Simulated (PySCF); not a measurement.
# FH3Si: the cost of one run

The runs use PySCF 2.14.0, with density-fitted response routines of our own; the level of theory stands in each step. All values are computed, except where a source is named. Atoms are numbered from 0 throughout.

### Step 1. The starting structure

5 atoms, charge 0, multiplicity 1; geometry from: PBE0-D3(BJ)/def2-SVP.

Bonds of the start (Å): F0–Si1 1.62, Si1–H2 1.49, Si1–H3 1.49, Si1–H4 1.49.

### Step 2. Shielding tensors: PBE0/6-31G*

Job settings and geometry (Å):

```
{"job": {"kind": "nmr", "xc": "PBE0", "basis": "6-31G*", "pop": true}, "charge": 0, "multiplicity": 1}
F      1.543627     0.093501    -0.358244
Si    -0.047814     0.087319    -0.032446
H     -0.571197     1.471635    -0.197042
H     -0.243664    -0.376652     1.369066
H     -0.723058    -0.839260    -0.982788
```

Method: GIAO PBE0/6-31G* NMR shielding, non-relativistic, gas phase.

On the command line:

```console
> OMP_NUM_THREADS=1 python probes_run.py task.json out
```

The driver reads the jobs from task.json and runs them one after another.

Q: Estimate the wall time and peak memory of this first job on 1 thread of Arm Neoverse N1, shared host.

About 2.6 s, with a peak of 0.27 GiB.
